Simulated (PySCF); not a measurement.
This PySCF input asks for the NMR shieldings of `Cl`, ClH; the geometry comes from PBE0-D3(BJ)/def2-TZVP.

```python
import basis_set_exchange as bse
import numpy as np
from pyscf import gto, dft
from pyscf.prop import nmr

atoms = """
Cl    0.648028   -0.028057    0.001061
H    -0.630538   -0.000753   -0.013191
"""
names = dict.fromkeys(["Cl", "H"], "pcSseg-2")
basis = {el: gto.basis.parse(bse.get_basis(n, elements=[el], fmt="nwchem")) for el, n in names.items()}
mol = gto.M(atom=atoms, basis=basis, charge=0, verbose=0)
mf = dft.RKS(mol, xc="HYB_GGA_XC_B97_2")
mf.grids.level = 2
mf.grids.alignment = dft.numint.BLKSIZE   # the property module wants whole blocks of grid points
mf.conv_tol = 1e-9
mf.kernel()

calc = nmr.RKS(mf)   # GIAO
C = mf.mo_coeff
Co = C[:, mf.mo_occ > 0]
resp = mf.gen_response(singlet=True, hermi=2)
def vind(x):   # induced exchange potential for any number of trial vectors
    d = np.einsum("pi,xij,qj->xpq", C, 2 * x.reshape(-1, C.shape[1], Co.shape[1]), Co, optimize=True)
    return np.einsum("xpq,pi,qj->xij", resp(d - d.transpose(0, 2, 1)), C, Co, optimize=True).ravel()
mo1, _ = nmr.rhf.solve_mo1(calc, with_cphf=vind)
sigma = calc.kernel(mo1)
for i, s in enumerate(sigma):   # ppm
    w = np.linalg.eigvalsh((s + s.T) / 2)
    print("%2d %-2s iso %8.1f  s11 %8.1f  s22 %8.1f  s33 %8.1f" % (i, mol.atom_pure_symbol(i), w.mean(), *w))
```

Q: Give the expected output.

A: 
```
 0 Cl iso    941.5  s11    837.6  s22    837.6  s33   1149.4
 1 H  iso     30.8  s11     23.7  s22     23.7  s33     45.2
```

These numbers come from an equivalent density-fitted implementation of the same equations, which agrees with the script to about 0.01 ppm for H and up to a few tenths of a ppm for heavy atoms, so last digits may differ.

Size and cost of the density-fitted run: 57 basis functions, 0.52 s wall time on 1 thread of an Intel Xeon, shared host; peak memory 0.3 GiB.
